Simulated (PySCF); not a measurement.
**TDDFT excited states: C2H5NO**

Compound: acetamide, C2H5NO.
SMILES with atom numbers: `[CH3:1][C:2]([NH2:3])=[O:4]` (hydrogens: H5, H6, H7 on C1; H8, H9 on N3)

Method used: TDDFT CAM-B3LYP/aug-cc-pVTZ, vertical, gas phase, core orbitals frozen in the response (PySCF 2.14.0, density-fitted response routines). Isolated species at its PBE0-D3(BJ)/def2-TZVP geometry (one conformer only). Torsions of this conformer, `[CH3:1][C:2]([NH2:3])=[O:4]`: H–N3–C2–C1 176°, H–N3–C2–C1 8°.

```json
{"state": "S1", "E (eV)": "5.70", "λ (nm)": "217.7", "f": "0.0004", "|μ| (D)": "0.14", "main configurations (H = HOMO, L = LUMO)": "H→L+6 (75%), H→L+2 (18%)"}
{"state": "S2", "E (eV)": "6.45", "λ (nm)": "192.3", "f": "0.026", "|μ| (D)": "1.03", "main configurations (H = HOMO, L = LUMO)": "H→L (75%), H-1→L (10%)"}
{"state": "S3", "E (eV)": "6.58", "λ (nm)": "188.4", "f": "0.019", "|μ| (D)": "0.86", "main configurations (H = HOMO, L = LUMO)": "H-1→L (75%), H→L (9%)"}
{"state": "S4", "E (eV)": "7.23", "λ (nm)": "171.5", "f": "0.049", "|μ| (D)": "1.34", "main configurations (H = HOMO, L = LUMO)": "H→L+1 (52%), H-1→L+6 (20%), H-1→L+2 (18%)"}
{"state": "S5", "E (eV)": "7.49", "λ (nm)": "165.6", "f": "0.011", "|μ| (D)": "0.61", "main configurations (H = HOMO, L = LUMO)": "H→L+3 (73%)"}
{"state": "S6", "E (eV)": "7.55", "λ (nm)": "164.1", "f": "0.098", "|μ| (D)": "1.85", "main configurations (H = HOMO, L = LUMO)": "H-1→L+2 (36%), H→L+1 (29%), H-1→L+6 (15%)"}
{"state": "S7", "E (eV)": "7.62", "λ (nm)": "162.8", "f": "0.013", "|μ| (D)": "0.68", "main configurations (H = HOMO, L = LUMO)": "H-1→L+1 (45%), H-1→L+3 (26%)"}
{"state": "S8", "E (eV)": "7.69", "λ (nm)": "161.3", "f": "0.0028", "|μ| (D)": "0.31", "main configurations (H = HOMO, L = LUMO)": "H→L+2 (67%), H→L+6 (12%), H→L+8 (9%)"}
{"state": "S9", "E (eV)": "7.84", "λ (nm)": "158.1", "f": "0.0048", "|μ| (D)": "0.40", "main configurations (H = HOMO, L = LUMO)": "H-1→L+3 (46%), H-1→L+1 (30%)"}
{"state": "S10", "E (eV)": "8.16", "λ (nm)": "151.9", "f": "0.030", "|μ| (D)": "0.98", "main configurations (H = HOMO, L = LUMO)": "H→L+4 (76%), H→L+5 (9%)"}
```

Triplets (Tamm–Dancoff): T1 5.22 eV, H→L+6 (77%), H→L+2 (16%); T2 5.69 eV, H-1→L+6 (74%), H-1→L+2 (14%); T3 6.34 eV, H-1→L (40%), H→L (40%); T4 6.44 eV, H→L (42%), H-1→L (38%).

The lowest singlet comes at 218 nm (550 kJ/mol) in the ultraviolet; it is dark (f under 0.0005); its leading configuration is HOMO→LUMO+6 (75%). The strongest level in the table is S6 at 7.55 eV (164 nm, f = 0.098). Löwdin shares by element: HOMO oxygen 65%, carbon 24%, nitrogen 6%; LUMO hydrogen 84% or more (atoms not listed hold the other 16%). Of the 10 states listed, 7 reach f = 0.01 and 1 stays under 0.0005. Weighted by f, the mean energy of these states is 7.38 eV. The oscillator strengths of these states sum to 0.254; summed over the whole spectrum of an exact calculation they would give the number of electrons, 32 (Thomas–Reiche–Kuhn). Singlets were solved by full linear response, triplets in the Tamm–Dancoff approximation.

Hardware: an Arm Neoverse V1 with one thread, shared host. Cost: 33 s of wall time, 1.1 GiB resident at most.
